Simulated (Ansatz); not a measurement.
Relaxation of CH9NSi (12 atoms, charge 0, multiplicity 1), to a largest force component of 0.03 eV/Å in at most 50 steps.

Computed with RKS PBE-D4/6-31G* (Ansatz).

```xyz
12
Properties=species:S:1:pos:R:3:forces:R:3
Si -0.479 0.222 -0.393 -0.93 0.32 -0.75
C -0.118 -0.095 2.675 -0.07 -0.16 0.94
H -0.350 -0.196 3.750 0.00 0.00 0.00
H 0.642 -0.841 2.407 -0.01 0.00 0.00
H 0.280 0.915 2.494 -0.01 -0.01 0.00
H 0.745 0.122 0.451 0.01 -0.03 0.00
H -0.237 1.411 -1.280 0.00 -0.01 -0.02
H -0.559 -1.027 -1.220 0.01 -0.01 0.02
N -2.142 0.437 0.238 0.75 -0.16 -0.46
H -2.612 -0.404 0.579 0.01 0.04 0.04
H -2.322 1.218 0.869 -0.01 0.03 0.04
H -1.041 -0.248 2.093 0.24 0.01 0.20
```

Q: Where does it end, and by what steps?

A: The forces met the threshold. The force dipped under the threshold on the way, but the program's further checks kept it going. After 12 steps the energy has fallen by 0.384 eV; H5 moved furthest, 0.95 Å.

```
step  energy less start (eV)  largest force component (eV/Å)  accepted
   0                  0.0000                           0.940       yes
   1                 -0.2631                           0.601       yes
   2                 -0.3511                           0.380       yes
   3                 -0.3714                           0.159       yes
   4                 -0.3689                           0.269        no
   5                 -0.3758                           0.061       yes
   6                 -0.3780                           0.100       yes
   7                 -0.3791                           0.177       yes
   8                 -0.3814                           0.059       yes
   9                 -0.3825                           0.017       yes
  10                 -0.3830                           0.063       yes
  11                 -0.3834                           0.036       yes
  12                 -0.3836                           0.016       yes
```

```xyz
12
Properties=species:S:1:pos:R:3
Si -0.643 0.262 -0.913
C -0.023 -0.101 3.223
H -0.623 -0.286 4.127
H 0.619 -0.973 3.024
H 0.607 0.788 3.375
H 0.658 0.135 -0.156
H -0.557 1.519 -1.728
H -0.752 -0.934 -1.811
N -2.121 0.348 0.021
H -2.401 -0.486 0.540
H -2.270 1.175 0.601
H -0.687 0.066 2.361
```

Whether the end is a true minimum wasn't checked by a vibrational analysis.

Time of the run: 27 s on 1 thread of Intel(R) Xeon(R) CPU @ 2.60GHz (Ice Lake), with other jobs on the host, peak memory 0.14 GiB.
